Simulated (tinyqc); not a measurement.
Worked calculation: extended Hueckel theory, for PH3. One step of it, computed by the program tinyqc.

Problem. Wolfsberg-Helmholz matrix. H_ij = K' S_ij (H_ii + H_jj)/2 for i != j (the diagonal keeps H_ii), with K' = 2.

overlap S:
```
           1P 3s     1P 3px     1P 3py     1P 3pz      2H 1s      3H 1s      4H 1s
1P 3s   1.000000   0.000000   0.000000   0.000000   0.408609   0.408773   0.408773
1P 3px  0.000000   1.000000   0.000000   0.000000   0.477914  -0.239054  -0.239054
1P 3py  0.000000   0.000000   1.000000   0.000000   0.000000   0.413856  -0.413856
1P 3pz  0.000000   0.000000   0.000000   1.000000  -0.277254  -0.277367  -0.277367
2H 1s   0.408609   0.477914   0.000000  -0.277254   1.000000   0.090229   0.090229
3H 1s   0.408773  -0.239054   0.413856  -0.277367   0.090229   1.000000   0.090346
4H 1s   0.408773  -0.239054  -0.413856  -0.277367   0.090229   0.090346   1.000000
```

diagonal H_ii (eV): 1P 3s -18.600000, 1P 3px -14.000000, 1P 3py -14.000000, 1P 3pz -14.000000, 2H 1s -13.600000, 3H 1s -13.600000, 4H 1s -13.600000

K = 2.000000

Give: H.

Solution.

H (eV):
```
           1P 3s    1P 3px    1P 3py    1P 3pz     2H 1s     3H 1s     4H 1s
1P 3s   -18.6000    0.0000    0.0000    0.0000  -13.1572  -13.1625  -13.1625
1P 3px    0.0000  -14.0000    0.0000    0.0000  -13.1904    6.5979    6.5979
1P 3py    0.0000    0.0000  -14.0000    0.0000    0.0000  -11.4224   11.4224
1P 3pz    0.0000    0.0000    0.0000  -14.0000    7.6522    7.6553    7.6553
2H 1s   -13.1572  -13.1904    0.0000    7.6522  -13.6000   -2.4542   -2.4542
3H 1s   -13.1625    6.5979  -11.4224    7.6553   -2.4542  -13.6000   -2.4574
4H 1s   -13.1625    6.5979   11.4224    7.6553   -2.4542   -2.4574  -13.6000
```
